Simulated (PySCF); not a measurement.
fluorine (F₂), SMILES FF. Geometry optimised at B3LYP-D3(BJ)/def2-TZVPD.

TDDFT-B3LYP/def2-TZVPD (PySCF) puts the lowest singlet excitations at 4.56, 4.56, 8.22, 8.22, 11.88, 11.88 eV.

Task: What are the lowest excitation roots from ADC(3)/aug-cc-pVDZ run with PySCF 2.14.0? (The exact figures need the calculation; the answer reports its results.)

Result: 4.42, 4.42, 7.37, 7.37, 14.65, 14.65 eV. S1 differs by -0.14 eV (second minus first; roots are paired by order, and the bases may differ).
